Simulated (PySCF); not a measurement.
What the low excited states add to the polarisability

Compound: C2H8N (charge +1).
InChI=1S/C2H7N/c1-3-2/h3H,1-2H3/p+1

Computed with PySCF 2.14.0, density-fitted response routines, TDDFT CAM-B3LYP/def2-SVPD, vertical, gas phase, core orbitals frozen in the response. Isolated species at its PBE0-D3(BJ)/def2-SVP geometry, gas phase.

Computed singlets:

| state | E (eV) | f |
| --- | --- | --- |
| S1 | 10.51 | 0.014 |
| S2 | 10.57 | 0.011 |
| S3 | 10.83 | 0.0022 |
| S4 | 11.04 | 0.0000 |
| S5 | 12.05 | 0.0000 |
| S6 | 12.20 | 0.035 |
| S7 | 12.33 | 0.125 |
| S8 | 12.37 | 0.044 |
| S9 | 12.40 | 0.089 |
| S10 | 12.48 | 0.024 |

Task: Build the mean polarisability up from these states and compare it with the full response value.

Result: Each state adds f / ΔE² (ΔE in hartree, 27.2114 eV).

| state | f/ΔE² (au) | running sum (au) | running share of α (%) |
| --- | --- | --- | --- |
| S1 | 0.09 | 0.09 | 0.3 |
| S2 | 0.07 | 0.16 | 0.5 |
| S3 | 0.01 | 0.18 | 0.6 |
| S4 | 0.00 | 0.18 | 0.6 |
| S5 | 0.00 | 0.18 | 0.6 |
| S6 | 0.17 | 0.35 | 1.1 |
| S7 | 0.61 | 0.96 | 3.1 |
| S8 | 0.21 | 1.17 | 3.8 |
| S9 | 0.43 | 1.60 | 5.1 |
| S10 | 0.11 | 1.71 | 5.5 |

The full response gives 31.19 au (4.62 Å³), so 29.5 au comes from the higher roots of the same equations.

Task: By how much does the contribution of these states grow at 532 nm?

Result: With ω = 0.0856 hartree each state's term in the mean polarisability goes from f / ΔE² to f / (ΔE² − ω²); the sum over all 10 states goes from 1.71 to 1.78 au, a rise of 0.07 au.

The largest single term belongs to S7, which also has the largest f.

The run took 47 s on one thread, Arm Neoverse V1 (aarch64), no GPU, shared host with 32 logical CPUs at a one-minute load of 14, and the process peaked at 0.54 GiB of memory.
